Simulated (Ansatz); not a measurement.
# One shape, several levels: [PH4]+ (phosphonium)

We compute a comparison of 6 runs (HF/6-31G, B2PLYP/6-31G, SVWN5/6-31G, r2SCAN/6-31G, wB97M-V/6-31G, CCSD/6-31G) of [PH4]+ (phosphonium). 

The calculation is run with Ansatz 0.2.0.

### Step 1. The system as given

[PH4]+: 5 atoms, total charge +1, spin state singlet. As SMILES, `[PH4+]`. The H3–P1 distance was set to 2.750 Å, away from the relaxed value. At this shape a bond of the SMILES string is far longer than usual.

Bond lengths: P1–H2 1.375 Å, P1–H4 1.375 Å, P1–H5 1.375 Å. Angles: H2–P1–H4 109.5°, H2–P1–H5 109.5°, H4–P1–H5 109.5°.

### Step 2. The energy at HF/6-31G (run 1)

File job.yaml:

```yaml
crystal:
  periodic: [false, false, false]
  atoms:
    - symbol: P
      position_ang: [0.617299, 1.016081, -0.690931]
    - symbol: H
      position_ang: [1.974779, 0.954751, -0.480531]
    - symbol: H
      position_ang: [-0.617320, -1.016050, 0.691010]
    - symbol: H
      position_ang: [0.355459, 0.882331, -2.034321]
    - symbol: H
      position_ang: [0.139069, 2.227221, -0.249151]
basis:
  gaussian:
    orbitals: 6-31G
total_charge: 1
accuracy: high
hamiltonian:
  xc: hf
```

Started as:

```
ansatz run job.yaml --threads 1 --pin off --max-ram 2610MiB --events-out events.jsonl --progress --plain --runs-dir runs
```

The log of the run:

```text
Warning: RAYON_NUM_THREADS=1 ignored (pool sized by the plan → 1); use --threads N
Functional definition: HF
  name "HF"
  exchange = exact_x
  correlation = 0
471 factors; integrals over basis functions are off by at most 2.6e-9 eV
mean field evaluation 1: about -9318.6888 eV, gradient 1.6e1 eV
mean field evaluation 2: about -9318.6914 eV, gradient 1.5e1 eV
mean field evaluation 4: about -9320.6180 eV, gradient 1.6e0 eV
mean field evaluation 8: about -9320.6346 eV, gradient 2.2e-4 eV
mean field evaluation 16: about -9308.2243 eV, gradient 2.8e1 eV
mean field -9320.63455206 eV, -342.5270020351 hartree, gradient 2.7e-8 eV, S^2 0.000000; 0 other end points of the search recorded, 0 dependent functions left out
reference -9320.63455206 eV, -342.5270020351 hartree; 9, 9 occupied and 12, 12 virtual orbitals, 471 factors
Total energy: -9320.63455206 eV, -342.5270020351 hartree
```

Run time: 0.2 s. Hardware: 1 thread of AMD EPYC 7R43 (Zen 3), shared host.

### Step 3. The energy at B2PLYP/6-31G (run 2)

File input.yaml:

```yaml
crystal:
  periodic: [false, false, false]
  atoms:
    - {symbol: P, position_ang: [0.617299, 1.016081, -0.690931]}
    - {symbol: H, position_ang: [1.974779, 0.954751, -0.480531]}
    - {symbol: H, position_ang: [-0.617320, -1.016050, 0.691010]}
    - {symbol: H, position_ang: [0.355459, 0.882331, -2.034321]}
    - {symbol: H, position_ang: [0.139069, 2.227221, -0.249151]}
basis:
  gaussian: {orbitals: 6-31G}
total_charge: 1
hamiltonian: {xc: {name: B2PLYP}}
correlation: {frozen_orbitals: {H: 0, P: 5}}
accuracy: high
```

Started as:

```
ansatz run input.yaml --threads 1 --pin off --max-ram 2610MiB --events-out events.jsonl --progress --plain --runs-dir runs
```

The log of the run, shortened:

```text
Warning: RAYON_NUM_THREADS=1 ignored (pool sized by the plan → 1); use --threads N
Functional definition: B2PLYP
  name "B2PLYP"
[...]
471 factors; integrals over basis functions are off by at most 2.6e-9 eV
[...]
mean field -9334.37558120 eV, -343.0319755421 hartree, gradient 6.7e-8 eV, S^2 0.000000; 0 other end points of the search recorded, 0 dependent functions left out; unrestricted orbitals would lower it
5 core orbitals not correlated: weight in the atoms' cores, before any rotation towards them, 1.000 or more for the frozen orbitals, at most 0.000 for the correlated occupied ones
reference -9334.37560205 eV, -343.0319763082 hartree; 4, 4 occupied and 12, 12 virtual orbitals, 471 factors
second order -3.47830275 eV of doubles, -0.00000000 eV of singles
Total energy: -9335.31474379 eV, -343.0664891307 hartree
```

Wall time 1 s (1 thread of AMD EPYC 7R43 (Zen 3), shared host); peak memory 0.11 GiB.

Run 3 isn't shown in full; the table further down has it.

### Step 4. A single-point energy at r2SCAN/6-31G (run 4)

File in.yaml:

```yaml
crystal:
  periodic: [false, false, false]
  atoms:
    - {symbol: P, position_ang: [0.617299, 1.016081, -0.690931]}
    - {symbol: H, position_ang: [1.974779, 0.954751, -0.480531]}
    - {symbol: H, position_ang: [-0.617320, -1.016050, 0.691010]}
    - {symbol: H, position_ang: [0.355459, 0.882331, -2.034321]}
    - {symbol: H, position_ang: [0.139069, 2.227221, -0.249151]}
basis:
  gaussian: {orbitals: 6-31G}
total_charge: 1
accuracy: high
hamiltonian: {xc: {name: r2SCAN}}
```

Started as:

```
ansatz run in.yaml --threads 1 --pin off --max-ram 2610MiB --events-out events.jsonl --progress --plain --runs-dir runs
```

The log of the run:

```text
Warning: RAYON_NUM_THREADS=1 ignored (pool sized by the plan → 1); use --threads N
Functional definition: r2SCAN
  name "r2SCAN"
  parameter k0 = 0.174
  parameter k1 = 0.065
  parameter a1 = 4.9479
  exchange = r2scan_x(k0 = k0, k1 = k1, a1 = a1)
  correlation = r2scan_c
471 factors; integrals over basis functions are off by at most 2.6e-9 eV
mean field evaluation 1: about -9333.9759 eV, gradient 2.6e1 eV
mean field evaluation 2: about -9323.6196 eV, gradient 4.4e1 eV
mean field evaluation 4: about -9337.5278 eV, gradient 1.6e1 eV
mean field evaluation 8: about -9339.1803 eV, gradient 5.4e-3 eV
mean field evaluation 16: about -9339.1686 eV, gradient 7.5e-5 eV
mean field -9339.16857303 eV, -343.2081147430 hartree, gradient 2.4e-8 eV, S^2 0.000000; 0 other end points of the search recorded, 0 dependent functions left out
reference -9339.16857356 eV, -343.2081147626 hartree; 9, 9 occupied and 12, 12 virtual orbitals, 471 factors
Total energy: -9339.16857356 eV, -343.2081147626 hartree
```

It took 1.5 s on 1 thread of AMD EPYC 7R43 (Zen 3), shared host; peak memory 0.13 GiB.

Run 5 isn't shown in full; the table further down has it.

### Step 5. A single-point energy at CCSD/6-31G (run 6)

File job.yaml:

```yaml
crystal:
  periodic: [false, false, false]
  atoms:
    - {symbol: P, position_ang: [0.617299, 1.016081, -0.690931]}
    - {symbol: H, position_ang: [1.974779, 0.954751, -0.480531]}
    - {symbol: H, position_ang: [-0.617320, -1.016050, 0.691010]}
    - {symbol: H, position_ang: [0.355459, 0.882331, -2.034321]}
    - {symbol: H, position_ang: [0.139069, 2.227221, -0.249151]}
basis:
  gaussian: {orbitals: 6-31G}
total_charge: 1
correlation: {method: ccsd, frozen_orbitals: {H: 0, P: 5}}
accuracy: high
scf: {omitted_lower_state_checks: [cluster_reference, increment]}
```

Started as:

```
ansatz run job.yaml --threads 1 --pin off --max-ram 2610MiB --events-out events.jsonl --progress --plain --runs-dir runs
```

The log of the run:

```text
Warning: RAYON_NUM_THREADS=1 ignored (pool sized by the plan → 1); use --threads N
[... 12 lines left out ...]
5 core orbitals not correlated: weight in the atoms' cores, before any rotation towards them, 1.000 or more for the frozen orbitals, at most 0.000 for the correlated occupied ones
[... 25 lines left out ...]
WARN: these amplitudes may be one of several solutions (largest doubles amplitude 0.47, level shift 1.72 eV)
Total energy: -9324.39436321 eV, -342.6651725465 hartree
Checks for a lower state left out: cluster_reference, increment
```

Run time: 0.26 s. Hardware: 1 thread of AMD EPYC 7R43 (Zen 3), shared host.

### Step 6. All runs side by side

```csv
run,level,frozen core orbitals,energy (Eh),wall time
1,HF/6-31G,–,-342.527002,0.2 s
2,B2PLYP/6-31G,5,-343.066489,1 s
3,SVWN5/6-31G,–,-341.937925,0.67 s
4,r2SCAN/6-31G,–,-343.208115,1.5 s
5,wB97M-V/6-31G,–,-343.187553,6.6 s
6,CCSD/6-31G,5,-342.665173,0.26 s
```

### Step 7. What came out

| quantity | value |
| --- | --- |
| run 6: total energy | -342.66517 Eh |
| run 6: correlation energy (5 core orbitals frozen) | -138.2 mEh |
| run 6: T1 diagnostic | 0.053 |

Totals of different functionals can't be ranked against each other. In run 6 the T1 diagnostic is large, so a single reference may not serve. In runs 2, 6 the log says that unrestricted orbitals would lower the reference, so the values rest on an unstable closed-shell determinant (other closed-shell runs at this shape may share the fault). All runs together took 10 s, the longest 6.6 s.
